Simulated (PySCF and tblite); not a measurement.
Results of a calculation; reference values are marked as such.
C₅H₉F, numbered as in [CH3:1]/[CH:2]=[CH:3]\[C@H:4]([CH3:5])[F:6].

Search: ETKDG and KDG, MMFF94s, GFN2-xTB, 60 starts; geometries at GFN2-xTB. Weights use r2SCAN-D3(BJ)/def2-TZVP (IEF-PCM, dimethylsulfoxide) energies plus GFN2-xTB zero-point and thermal terms (modes under about 100 cm⁻¹ blended into free rotors). Symmetry numbers and mirror images are counted. Conformers within 2.5 kcal/mol (GFN2-xTB free energy) were kept, 5 at most. Programs: PySCF with density fitting and tblite.

An NOE distance is ⟨r⁻⁶⟩^(−1/6) over all pairs of like atoms and, for the average, over conformers.

Torsions listed: C2–C3–C4–F6.

```json
{"conformer": "1", "shape": "155°", "weight %": "94.8"}
{"conformer": "2", "shape": "-42°", "weight %": "5.2"}
```

Q: Which H–H contacts under 3.5 Å would NOEs report (pairs on one atom left out) at 298.15 K?

A: 
```
     pair  in 1 (Å)  in 2 (Å)  average (Å)
H2 ··· H3      2.38      2.36         2.38
H4 ··· H5      2.62      2.61         2.62
H1 ··· H2      2.63      2.62         2.63
H1 ··· H4      2.61      4.29         2.63
H3 ··· H4      3.02      2.34         2.93
H3 ··· H5      3.29      3.37         3.30
```

Longer pairs under the limit may be missing.
